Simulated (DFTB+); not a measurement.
DFTB+ input (SCC-DFTB): The folder sk holds the Slater-Koster set scc that CP2K ships.

```
Geometry = xyzFormat {
7

C      0.05421122     0.70484056     0.00025981
N      0.04393301    -0.75753911     0.00046505
H     -0.93688026     1.17928349    -0.00704903
H     -0.44952413    -1.11274988     0.81056760
H     -0.43767370    -1.11306154    -0.81660260
H      0.58924350     1.06029739     0.88241211
H      0.60203622     1.05996094    -0.87414231
}
Hamiltonian = DFTB {
  SCC = Yes
  SCCTolerance = 1e-8
  MaxSCCIterations = 300
  Charge = 0
  SlaterKosterFiles = Type2FileNames {
    Prefix = "sk/"
    Separator = ""
    Suffix = ".spl"
    LowerCaseTypeName = Yes
  }
  MaxAngularMomentum {
    C = "p"
    H = "s"
    N = "p"
  }
  Filling = Fermi { Temperature [K] = 0 }
}
ParserOptions { ParserVersion = 14 }
```

From the last part of the output:

```
l-shell populations (up)
 Atom Sh.   l       Population
    1   1   0       1.22626958
    1   2   1       2.83918904
    2   1   0       1.43501813
    2   2   1       3.93396143
    3   1   0       0.97068996
    4   1   0       0.84309949
    5   1   0       0.84309949
    6   1   0       0.95433644
    7   1   0       0.95433644

Orbital populations (up)
 Atom Sh.   l   m       Population  Label
    1   1   0   0       1.22626958  s
    1   2   1  -1       0.89025010  p_y
    1   2   1   0       0.98032424  p_z
    1   2   1   1       0.96861469  p_x
    2   1   0   0       1.43501813  s
    2   2   1  -1       1.11135962  p_y
    2   2   1   0       1.07595721  p_z
    2   2   1   1       1.74664460  p_x
    3   1   0   0       0.97068996  s
    4   1   0   0       0.84309949  s
    5   1   0   0       0.84309949  s
    6   1   0   0       0.95433644  s
    7   1   0   0       0.95433644  s

Fermi level:                         0.0566416297 H            1.5413 eV
Band energy:                        -5.7410158880 H         -156.2210 eV
TS:                                  0.0000000000 H            0.0000 eV
Band free energy (E-TS):            -5.7410158880 H         -156.2210 eV
Extrapolated E(0K):                 -5.7410158880 H         -156.2210 eV
Input / Output electrons (q):     14.0000000000     14.0000000000

Energy H0:                          -6.1592570995 H         -167.6019 eV
Energy SCC:                          0.0081114796 H            0.2207 eV
Total Electronic energy:            -6.1511456199 H         -167.3812 eV
Repulsive energy:                    0.1976136212 H            5.3773 eV
Total energy:                       -5.9535319987 H         -162.0038 eV
Extrapolated to 0:                  -5.9535319987 H         -162.0038 eV
Total Mermin free energy:           -5.9535319987 H         -162.0038 eV
Force related energy:               -5.9535319987 H         -162.0038 eV

Non-constrained calculation

SCC converged

Dipole moment:   -0.24948673    0.02934932   -0.00182259 au
Dipole moment:   -0.63413206    0.07459855   -0.00463257 Debye
```
